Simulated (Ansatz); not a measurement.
# AlClH3N: the cost of one run

All numbers below are computed with Ansatz 0.2.0 (RKS r2SCAN-D4/6-31G*).

### Step 1. The structure to begin with

Bond lengths: Al1–H2 1.560 Å, Al1–N3 1.920 Å, N3–H4 1.060 Å, N3–H5 1.060 Å, Al1–Cl6 2.230 Å. Angles: H2–Al1–N3 120.0°, H2–Al1–Cl6 120.0°, N3–Al1–Cl6 120.0°, Al1–N3–H4 120.0°, Al1–N3–H5 120.0°, H4–N3–H5 120.0°.

As a file:

```xyz
6

Al    0.0000    0.0000    0.0000
H     0.0000    0.0000    1.5600
N     1.6627    0.0000   -0.9600
H     2.1293   -0.9179   -1.2118
H     2.1141    0.9179   -1.2382
Cl   -1.9312    0.0000   -1.1150
```

### Step 2. Relaxing the start

The input, input.yaml:

```yaml
crystal:
  periodic: [false, false, false]
  atoms:
    - { symbol: Al, position_ang: [0.0, 0.0, 0.0] }
    - { symbol: H, position_ang: [0.0, 0.0, 1.56] }
    - { symbol: "N", position_ang: [1.6627, 0.0, -0.96] }
    - { symbol: H, position_ang: [2.1293, -0.9179, -1.2118] }
    - { symbol: H, position_ang: [2.1141, 0.9179, -1.2382] }
    - { symbol: Cl, position_ang: [-1.9312, 0.0, -1.115] }
basis:
  gaussian: { orbitals: "6-31G*" }
hamiltonian:
  xc: r2scan
  dispersion: d4
relax:
  f_tol: 0.02
  max_steps: 40
output:
  orbitals: {}
```

Started as:

```console
$ ansatz run input.yaml --threads 1 --pin off --max-ram 2048MiB --backend cpu --events-out ev --progress --plain --runs-dir out
```

What time and memory should one allow on 1 thread of Arm Neoverse V2, shared host?

About 35 s, with a peak of 0.13 GiB.
